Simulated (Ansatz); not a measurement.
Geometry optimisation, RHF/cc-pVDZ in Ansatz.

The input (input.yaml):

```yaml
crystal:
  periodic: [false, false, false]
  atoms:
    - { symbol: O, position_ang: [-0.21551, 1.20044, -0.37982] }
    - { symbol: C, position_ang: [0.3192, 0.16295, 0.46208] }
    - { symbol: C, position_ang: [0.25498, -1.10076, 0.07915] }
    - { symbol: F, position_ang: [-0.36621, -1.41025, -1.04745] }
    - { symbol: H, position_ang: [-0.62627, 0.78786, -1.18014] }
    - { symbol: H, position_ang: [-0.8504, 1.77895, 0.10018] }
    - { symbol: H, position_ang: [0.81257, 0.52179, 1.34897] }
    - { symbol: H, position_ang: [0.67164, -1.94096, 0.61702] }
total_charge: 1
basis:
  gaussian: { orbitals: cc-pVDZ }
hamiltonian:
  xc: hf
relax:
  f_tol: 0.02
  max_steps: 40
scf:
  lower_state_search: "off"
```

Command:

```bash
$ ansatz run input.yaml --threads 1 --pin off --max-ram 2048MiB --backend cpu --events-out ev --progress --plain --runs-dir out
```

Q: Where does it end, and by what steps?

A: The run converged. The force dipped under the threshold on the way, but the program's further checks kept it going. Limits of this set-up: the dipole of an ion depends on the origin. After 32 steps the energy has fallen by 0.104 eV; H5 moved furthest, 0.70 Å.

```csv
step,energy less start (eV),largest force component (eV/Å),accepted
0,0.0000,1.120,yes
2,-0.0752,0.640,yes
4,-0.0910,0.125,yes
6,-0.0976,0.059,yes
8,-0.0761,1.072,no
10,-0.0996,0.201,yes
12,-0.1013,0.083,yes
14,-0.1028,0.024,yes
16,-0.1029,0.015,yes
18,-0.1033,0.155,yes
20,-0.1038,0.013,yes
22,-0.1039,0.049,yes
24,-0.1040,0.012,yes
26,-0.1042,0.058,yes
28,-0.1043,0.045,yes
30,-0.1044,0.029,yes
32,-0.1044,0.013,yes
```

```xyz
8
Properties=species:S:1:pos:R:3
O -0.302 1.192 -0.268
C 0.407 0.152 0.464
C 0.180 -1.096 0.122
F -0.650 -1.388 -0.834
H -0.108 1.260 -1.207
H -1.248 1.259 -0.103
H 1.057 0.553 1.219
H 0.664 -1.931 0.607
```

Whether the end is a true minimum wasn't checked by a vibrational analysis.

Time of the run: 33 s on 1 thread of Arm Neoverse V2, with other jobs on the host, peak memory 0.12 GiB.
